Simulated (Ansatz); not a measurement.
Species: H2O, SMILES `O` (charge 0, multiplicity 1).

### Question
Give a relaxed geometry from PBE-D3(BJ)/def2-SVP run with Ansatz (an electronic-structure program).

### Answer
the end point of this relaxation (outside a Z-matrix the atoms follow the SMILES, hydrogens last).
Z-matrix (Å, degrees):
```
O
H 1 0.9747
H 1 0.9747 2 102.06
```
